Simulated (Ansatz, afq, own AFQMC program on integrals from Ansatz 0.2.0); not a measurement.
**Ge2H2, triplet in cc-pVDZ, levels against CCSDT(Q)**

```xyz
4

Ge    0.0000   -0.0555    1.0681
Ge    0.0000    0.0555   -1.0681
H     0.0000    1.4594    1.5208
H     0.0000   -1.4594   -1.5208
```

Connectivity, by distances: GeH–GeH.

Basis cc-pVDZ. Only valence electrons are correlated. Ansatz 0.2.0 and our own AFQMC program on the same integrals; the CISD trial comes from CCSD amplitudes, and released means the phaseless constraint is let go. Uncertainties: one standard error, sampling alone. No spin–orbit coupling.

Determinant: UHF, the one that the program's search chose, which needn't be the lowest solution. The geometry is a point of a scan.

No full CI on the walks' own integrals is used here; CCSDT(Q) serves as the reference and is uncertain by about the last step of the cluster series.

Cautions: no relativity below Rb; no spin-orbit coupling; inner d shell frozen; lower spins were not checked.

The T1 diagnostic is 0.0202. The weight of the determinant in the CISD state is 0.865, the ⟨S²⟩ of the determinant is 2.036 and the size of the correlated space is 10 electrons in 36 orbitals.

Reference: CCSDT(Q), correlation energy -5.143 eV. The released energy is read at 2.40 1/Eh (meV from the phaseless value at times in 1/Eh: 4 ± 14 at 0.24, 8 ± 14 at 0.51, -2 ± 12 at 0.99, 7 ± 12 at 1.62, -5 ± 8 at 2.40).

```csv
level,E − E(reference) (kJ/mol),share of correlation (%)
HF,496.2,0.00
MP2,114.1,77.00
CCSD,22.1,95.55
CCSD(T),4.7,99.05
CCSDT,1.1,99.79
ph-AFQMC/HF,-6.3 ± 5.1,101.27
ph-AFQMC/CISD,1.1 ± 1.5,99.79
released AFQMC,0.6 ± 0.8,99.88
```

A walk keeps the symmetry of its determinant, which the program's search chose and which needn't be the lowest solution, so a lower state of the same spin and another symmetry isn't excluded. Released energies are given only where the last usable release times agree within the noise; a slower fall can still hide under it.
